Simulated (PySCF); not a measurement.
Partial charges of `C[C@@]1(F)CO1`

Species: C₃H₅FO.
Z-matrix (Å and degrees, PBE0-D3(BJ)/def2-SVP geometry), rows numbered from 1:
```
C 
C   1  1.4943
F   2  1.3562  1  111.41
C   2  1.4578  1  126.15  3   152.37
O   2  1.3754  1  118.37  3  -134.95
H   1  1.0988  2  110.53  3   -58.38
H   1  1.0973  2  110.25  3  -179.48
H   1  1.1001  2  109.25  3    61.03
H   4  1.0973  2  120.90  5  -102.24
H   4  1.0964  2  118.20  5   103.03
```

Density: PBE0/pcSseg-1 (PySCF); schemes: Mulliken, IAO, Hirshfeld and ESP-fitted. Isolated species at its PBE0-D3(BJ)/def2-SVP geometry, gas phase.

Do the Mulliken, IAO, Hirshfeld and ESP-fitted schemes agree on where the charge is highest?

All schemes agree: Mulliken C2 (+0.264); IAO C2 (+0.480); Hirshfeld C2 (+0.146); ESP-fitted C2 (+0.530).

At which atom do the 4 schemes differ most?

At C1: from -0.694 (ESP-fitted) to -0.122 e (Hirshfeld), 0.572 e apart.

What partial charge does each atom carry?

In e:

```
atom                 environment  Mulliken     IAO  Hirshfeld  ESP-fitted
  C1               methyl carbon    -0.229  -0.444     -0.122      -0.694
  C2              sp3 C–F carbon    +0.264  +0.480     +0.146      +0.530
  F3              alkyl fluorine    -0.294  -0.307     -0.107      -0.232
  C4  sp3 carbon bound to oxygen    -0.012  -0.113     -0.025      -0.242
  O5              epoxide oxygen    -0.401  -0.393     -0.164      -0.285
  H6             methyl hydrogen    +0.135  +0.158     +0.052      +0.190
  H7             methyl hydrogen    +0.125  +0.158     +0.054      +0.198
  H8             methyl hydrogen    +0.138  +0.161     +0.054      +0.224
  H9          methylene hydrogen    +0.132  +0.145     +0.056      +0.157
 H10          methylene hydrogen    +0.143  +0.156     +0.057      +0.154
```

Mean size of the charges over all atoms: ESP-fitted 0.291 e, IAO 0.252 e, Mulliken 0.187 e, Hirshfeld 0.084 e. Each set sums to the total charge, 0, to within 0.001 e. The Hirshfeld scheme weights the molecular density at each point by an atom's share of the summed free-atom densities. The IAO scheme counts the electrons in orthogonalised intrinsic atomic orbitals, a minimal basis polarised so that it spans the occupied orbitals exactly.

How closely do the schemes follow one another over all atoms?

Correlation coefficient and root-mean-square difference: IAO with Hirshfeld 0.99, 0.192 e; Mulliken with Hirshfeld 0.99, 0.122 e; IAO with ESP-fitted 0.96, 0.103 e; Mulliken with IAO 0.95, 0.103 e; Hirshfeld with ESP-fitted 0.91, 0.253 e; Mulliken with ESP-fitted 0.84, 0.194 e.

How many electrons does the Hirshfeld scheme count on C4?

Z − q = 6 − (-0.025) = 6.025.

Sum the charges by element, for elements with more than one atom.

| element | atoms | Mulliken | IAO | Hirshfeld | ESP-fitted |
| --- | --- | --- | --- | --- | --- |
| C | 3 | +0.023 | -0.078 | -0.001 | -0.406 |
| H | 5 | +0.671 | +0.778 | +0.272 | +0.924 |

The run behind these numbers computed NMR shieldings as well. Time: 6.0 s wall. Hardware: x86-64 server, one thread, shared host.
